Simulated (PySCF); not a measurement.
Reaction (SMILES): ClCCl + 2 [H][H] (H2) → C (CH4) + 2 Cl (HCl)
B3LYP-D3(BJ)/def2-TZVP geometries, fixed; electronic energies without zero-point terms.

Basis-set convergence of the energy of full hydrogenation at PBE with PySCF. All functions are spherical. Density fitting with generated auxiliary sets. In sets without p functions on hydrogen, species with hydrogen take exact integrals. No added dispersion term, no relativity. Functions are those of the species that has most. Reference: the value in pcseg-3, -43.13 kcal/mol, itself unsure by roughly 0.10 kcal/mol (its mean distance from def2-QZVPP, cc-pV(Q+d)Z).

| basis | functions | energy of full hydrogenation (kcal/mol) |
|---|---|---|
| 6-31G | 39 | -38.74 |
| def2-SV(P) | 54 | ? |
| 6-31+G* | 66 | ? |
| def2-TZVP | 117 | ? |
| pcseg-2 | 126 | -43.12 |
| 6-311++G(3df,3pd) | 169 | -43.07 |
| def2-TZVPPD | 173 | ? |
| cc-pV(Q+d)Z | 243 | -42.98 |
| def2-QZVPP | 257 | -43.07 |

**Question.** Complete the blanks.

**Answer.** 
- def2-SV(P), energy of full hydrogenation (kcal/mol): -31.81
- 6-31+G*, energy of full hydrogenation (kcal/mol): -37.31
- def2-TZVP, energy of full hydrogenation (kcal/mol): -41.23
- def2-TZVPPD, energy of full hydrogenation (kcal/mol): -43.32
